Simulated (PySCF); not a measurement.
Computed with B3LYP-D3(BJ)/def2-TZVP // B3LYP-D3(BJ)/def2-SVP (PySCF). Gas-phase values, no solvent. One relaxed conformer stands for a flexible species; it need not be the lowest. B3LYP has the VWN-RPA correlation part, as in Gaussian. Excitations are Tamm–Dancoff values on a coarser integration grid. The basis has no diffuse functions, so Rydberg states are missing or too high.

Reference species (SMILES): `Cl[Si](Cl)(Cl)Cl` (neutral, multiplicity 1).

```
Property                   Value
----------------------  --------
HOMO                    -9.26 eV
HOMO–LUMO gap            8.05 eV
S1 oscillator strength     0.000
S1 excitation (TDA)      6.93 eV
```

After one change: the HOMO goes up by 1.27 eV; the HOMO–LUMO gap rises by 0.34 eV; the S1 oscillator strength is nearly the same; the S1 excitation (TDA) rises by 0.47 eV.

Q: Which change was made? The new species is one of these.
A. `CC[Si](CC)(CC)CC`
B. `CC[Si](Cl)(CC)CC`
C. `CC[Si](Cl)(Cl)Cl`
D. `CC[Si](Cl)(Cl)CC` (C–C–Si–Cl torsion -179°, Cl–Si–C–C torsion 63°)

A: D, `CC[Si](Cl)(Cl)CC` (C–C–Si–Cl torsion -179°, Cl–Si–C–C torsion 63°)
